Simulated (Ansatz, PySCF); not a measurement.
Gas-phase enthalpy of formation at 298 K, by the atomisation route, of [O+]#[Si-] (SiO) (SMILES; SiO, oxosilicon). Each molecule is optimised on its own at B3LYP-D3(BJ)/def2-TZVP (Ansatz, a quantum-chemistry and plane-wave program). Valence correlation only, unless marked. UHF or UKS for open shells. No spin-orbit coupling. No relativistic terms. CBS(X,Y): correlation extrapolated as X^-3; Hartree-Fock from the larger set (for Q and 5 zeta extrapolated as (X+1)exp(-9√X)). Thermal terms are rigid-rotor harmonic-oscillator values from B3LYP-D3(BJ) frequencies (PySCF) at 298.15 K and 1 atm. 1 Eh = 627.5095 kcal/mol.

```csv
species,count,"E, CCSD(T)/CBS(cc-pV(Q+d)Z,cc-pV(5+d)Z) (Ansatz) (Eh)","E, PBE/def2-TZVPD (Ansatz) (Eh)",measured ΔHf at 0 K (kcal/mol),H(298) - H(0) of the element (kcal/mol)
[O+]#[Si-] (SiO),1,-364.25143,-364.54568,-,-
O atom,1,-75.00566,-75.01069,58.99,1.04
Si atom,1,-288.94011,-289.22297,106.60,0.76
```

Molecule: zero-point energy 1.80, H(298) - H(0) 2.08 kcal/mol. The route leaves out scalar relativity and anharmonic zero-point terms, the atoms' spin-orbit terms, and in the frozen-core level the core correlation. Atomic data: G2/97 table in ASE, which holds older values for B and Si.

### Question
Work out De, D0 and ΔHf at 0 and 298 K at both levels, and their errors against the measured value.

### Answer

The atoms' values sum to 165.59 (0 K) and 1.80 (thermal), in kcal/mol.
- CCSD(T)/CBS(cc-pV(Q+d)Z,cc-pV(5+d)Z): De = 191.80; D0 = 191.80 - 1.80 = 190.00; ΔHf(0 K) = 165.59 - 190.00 = -24.41; ΔHf(298 K) = -24.41 + 2.08 - 1.80 = -24.13; error +0.5.
- PBE/def2-TZVPD: De = 195.80; D0 = 195.80 - 1.80 = 194.00; ΔHf(0 K) = 165.59 - 194.00 = -28.41; ΔHf(298 K) = -28.41 + 2.08 - 1.80 = -28.13; error -3.5.
Measured: -24.6 kcal/mol (G2/97 table in ASE (Curtiss et al.)). This is an older compilation, not checked against later work.
